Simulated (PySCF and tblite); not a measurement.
Values are calculated unless marked as measured or tabulated.
System: C6H7 (charge +1), numbered as in [CH:1]1=[CH:2][CH2:3][CH:4]=[CH:5][CH+:6]1.

For the shift of H on C3 from C3 to C2: electronic barrier 10.88 kcal/mol, zero-point change -1.37 kcal/mol, thermal and entropy terms at 350 K a further 0.33 kcal/mol (symmetry numbers apart). The minimum is C2v, the saddle Cs. The path came from a restrained scan, a climbing-image band and a saddle search at GFN2-xTB; energies are PBE0/pcSseg-1 + D3(BJ)//B3LYP-D3(BJ)/def2-SVP, thermal terms GFN2-xTB. Rates follow Eyring's equation with the number of equivalent paths and no tunnelling. Programs: tblite and PySCF.

Task: How many equivalent paths lead out of the minimum?

Result: 4: the symmetry number of the minimum is 2, that of the saddle displaced along its mode 1, and the displaced saddle is chiral while the minimum is not, which doubles the count.

Task: Work out the rate at 350 K.

Result: ΔG‡ = 9.84 kcal/mol; k_B T/h = 7.3×10¹² s⁻¹; exp(−ΔG‡/RT) = 7.2×10⁻⁷; times 4 gives k = 2.1×10⁷ s⁻¹. Wigner's tunnelling factor for the 607i cm⁻¹ mode would be 1.26.

The ion is treated without a counter-ion.
